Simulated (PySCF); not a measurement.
# Frontier levels across methods

Species: butanal, C₄H₈O.
Geometry (PBE0-D3(BJ)/def2-SVP, Å), atoms numbered from 1 in this order:
```
atom  x, y, z in Å
C1    -1.7121   -0.1053    0.6395
C2    -0.2561   -0.5039    0.4677
C3     0.5350    0.4792   -0.3752
C4     1.9842    0.1270   -0.5461
O5     2.5181   -0.8322   -0.0569
H6    -2.2590   -0.8385    1.2509
H7    -1.8061    0.8750    1.1344
H8    -2.2284   -0.0335   -0.3316
H9    -0.1835   -1.5034    0.0086
H10    0.2339   -0.6027    1.4500
H11    0.5007    1.5017    0.0489
H12    0.1027    0.5924   -1.3881
H13    2.5706    0.8442   -1.1806
```

Basis pcSseg-2 throughout (PySCF), one geometry. Isolated species at its PBE0-D3(BJ)/def2-SVP geometry (one conformer only).

Task: How do the orbital energies, the gap and the dipole change with the method?

Result: 
```
   method                    kind  HOMO (eV)  LUMO (eV)  gap (eV)  μ (D)  SCF cycles
     OPBE                     GGA      -5.77      -1.71      4.06   2.52          16
     BLYP                     GGA      -5.79      -1.74      4.06   2.57          15
      PBE                     GGA      -5.85      -1.85      4.00   2.56          15
    B97-D                     GGA      -5.88      -1.74      4.14   2.57          15
     BP86                     GGA      -5.96      -1.92      4.04   2.57          15
      LDA                     LDA      -5.98      -2.09      3.89   2.66          15
      KT2                     GGA      -6.02      -1.76      4.26   2.55          15
      KT3                     GGA      -6.03      -1.76      4.27   2.52          15
    B97-2           global hybrid      -7.15      -0.71      6.44   2.68          13
    B3LYP           global hybrid      -7.22      -0.93      6.29   2.69          14
     PBE0           global hybrid      -7.43      -0.63      6.80   2.69          14
 mPW1PW91           global hybrid      -7.47      -0.64      6.82   2.70          14
CAM-B3LYP  range-separated hybrid      -8.91       0.59      9.50   2.76          13
BHandHLYP           global hybrid      -8.99       0.64      9.64   2.84          13
  wB97X-D  range-separated hybrid      -9.34       1.28     10.62   2.73          14
  LC-wPBE  range-separated hybrid     -10.19       1.88     12.07   2.77          13
       HF            Hartree–Fock     -11.41       2.57     13.98   3.03          11
```

The HOMO spans 5.63 eV, from OPBE down to HF, and the gap runs from 3.89 eV (LDA) to 13.98 eV (HF). Over the methods OPBE (0 %), BLYP (0 %), PBE (0 %), B97-D (0 %), BP86 (0 %), LDA (0 %), KT2 (0 %), KT3 (0 %), B97-2 (21 %), B3LYP (20 %), PBE0 (25 %), mPW1PW91 (25 %), BHandHLYP (50 %), HF (100 %), a straight line through the gap against the share of exact exchange rises by 1.01 eV for each 10 % (correlation coefficient 0.998). The dipole ranges from 2.52 D (OPBE) to 3.03 D (HF). This basis has no diffuse functions.

The vertical ΔSCF ionisation energy at wB97X-D/def2-SVPD is 9.96 eV; −ε(HOMO) comes closest to it with LC-wPBE (10.19 eV).
